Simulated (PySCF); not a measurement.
Species: C4H4FN.
InChI=1S/C4H4FN/c5-3-1-2-4-6/h1,3H,2H2/b3-1+

Torsions of this conformer, `[N:1]#[C:2][CH2:3]/[CH:4]=[CH:5]/[F:6]`: C2–C3–C4–C5 -120°.

The closed-shell ground state was solved at several levels (PySCF, density fitting, gas phase, non-relativistic). Isolated species at its PBE0-D3(BJ)/def2-SVP geometry (one conformer only).

| level | basis functions | total energy (Eh) | HOMO (eV) | LUMO (eV) | gap (eV) | dipole (D) |
| --- | --- | --- | --- | --- | --- | --- |
| PBE0/pcSseg-1 | 122 | -308.9991 | -8.06 | -0.34 | 7.72 | 3.63 |
| PBE/pcSseg-2 | 272 | -309.1464 | -6.84 | -1.48 | 5.36 | 3.62 |
| B3LYP/pcJ-1 | 202 | -309.3890 | -7.82 | -0.58 | 7.24 | 3.62 |

**Question.** Estimate the row for B3LYP/def2-SVPD, a basis of 155 functions; the other rows only guide the guess.

**Answer.** Total energy -309.1655 Eh, HOMO -7.91 eV, LUMO -0.75 eV, gap 7.16 eV, dipole 3.61 D.

**Question.** Over all these levels, which gives the widest orbital gap and which the narrowest?

**Answer.** PBE0/pcSseg-1 (global hybrid, 25 % exact exchange) has the widest, 7.72 eV, and PBE/pcSseg-2 (GGA) the narrowest, 5.36 eV. Functional and basis both differ between the two, so the spread mixes both effects.

**Question.** How far do the dipole and the HOMO energy spread over the levels?

**Answer.** The dipole runs from 3.61 to 3.63 D (mean 3.62 D) and the HOMO from -8.06 to -6.84 eV.
